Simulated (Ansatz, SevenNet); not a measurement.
For rock-salt LiF, the machine-learned potential SevenNet-l3i5 (trained on PBE and PBE+U data) gives:

- equilibrium lattice constant a = 4.085 Å
- bulk modulus B0 = 59.3 GPa
- zone-centre TO phonon frequency = 267 cm⁻¹
- elastic constant C11 = 99.7 GPa
- elastic constant C44 = 52.0 GPa
- polycrystal shear modulus = 41.7 GPa

What does r²SCANh (PAW; Ansatz, an electronic-structure program) give for the same quantities?


- lattice constant a: 3.978 Å (decreases by 2.6 %)
- bulk modulus: 79.1 GPa (grows by 33 %)
- zone-centre TO phonon frequency: 322 cm⁻¹ (increases by 21 %)
- elastic constant C11: 142 GPa (rises by 42 %)
- elastic constant C44: 68.9 GPa (increases by 33 %)
- Voigt–Reuss–Hill shear modulus: 59.1 GPa (goes up by 42 %)

For comparison: lattice constant a 3.972 Å (measured, static lattice: zero-point anharmonic expansion removed, our sources range from 3.964 to 3.974; as tabulated in Mejia-Rodriguez and Trickey (2018), arXiv:1807.09216); bulk modulus 76.3 GPa (measured, 0 K value with the zero-point phonon effect removed; as tabulated in Mejia-Rodriguez and Trickey (2018), arXiv:1807.09216); zone-centre TO phonon frequency 307 cm⁻¹ (measured, temperature not stated, not corrected to a static lattice, an angular frequency, our sources range from 305 to 318; as tabulated in Stupka (2014), arXiv:1601.08107); elastic constant C11 125 GPa (measured, 0 K, zero-point motion not removed; as tabulated in Harker's crystal data pages); elastic constant C44 64.9 GPa (measured, 0 K, zero-point motion not removed; as tabulated in Harker's crystal data pages).

Changes are worked out from the printed values.

Unless a cell is named, each level is at its own relaxed cell (SevenNet-l3i5 8.52, r²SCANh 7.87 Å³/atom).

Ansatz's density-functional and Hartree–Fock values are scalar-relativistic unless marked +SOC, with PAW data made under PBE.
